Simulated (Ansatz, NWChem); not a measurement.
# CHNS (isothiocyanic acid): from total energies to a heat of formation

The species is CHNS (4 atoms), meant as a singlet with charge 0. SMILES: `N=C=S`. The coordinates come from a PBE0-D4/def2-TZVP relaxation.

```xyz
4

N    -0.2501    0.6347   -0.4753
C     0.3063   -0.2062    0.1707
S     1.1629   -1.2372    0.9753
H    -1.2191    0.8087   -0.6707
```

Total energies at M06-2X/def2-TZVP (NWChem 7.3.0); the atoms run unrestricted:

```tsv
species	state	energy (Eh)
CHNS	singlet	-491.630658
N	quartet	-54.587115
C	triplet	-37.842508
S	triplet	-398.094209
H	doublet	-0.498139
```

Harmonic wavenumbers at PBE0-D4/def2-TZVP, in cm⁻¹: 464, 502, 634, 901, 2082, 3713.

Measured heats of formation of the gaseous atoms at 298.15 K, in kJ/mol: N 472.4, C 716.9, S 277.0, H 218.0. Spin-orbit lowering of the atoms at 298 K (mean of the ground term's levels less their thermal mean, from spectra), in kJ/mol: C 0.02, S 1.88. Take 1 Eh = 2625.50 kJ/mol, 1 cm⁻¹ = 0.0119627 kJ/mol, RT = 2.479 kJ/mol.

What heat of formation follows?


1. Electronic atomisation energy: (-54.587115) + (-37.842508) + (-398.094209) + (-0.498139) − (-491.630658) = 0.608687 Eh = 1598.1 kJ/mol.
2. Zero-point energy: half the sum of the wavenumbers, 4148 cm⁻¹ = 49.6 kJ/mol.
3. Thermal vibrational enthalpy, Σ hcν̃/(exp(hcν̃/kT) − 1): 1.8 kJ/mol. Translation, rotation and pV of a non-linear molecule: 4 RT = 9.9 kJ/mol.
4. The 4 free atoms carry 5/2 RT each: 24.8 kJ/mol.
5. Spin-orbit coupling lowers the free atoms by 0.02 + 1.88 = 1.9 kJ/mol.
6. Atomisation enthalpy at 298 K: 1598.1 − 1.9 − 49.6 − 1.8 − 9.9 + 24.8 = 1559.7 kJ/mol.
7. Sum of the atoms' heats of formation: 1684.3 kJ/mol. Heat of formation: 1684.3 − 1559.7 = +124.6 kJ/mol.

The tabulated value is +127.6 kJ/mol (CRC Handbook of Chemistry and Physics), so this level is off by -3.0 kJ/mol, or 0.2 % of the atomisation enthalpy that the table implies (1556.7 kJ/mol). Anharmonicity and any spin-orbit splitting of the molecule are left out.
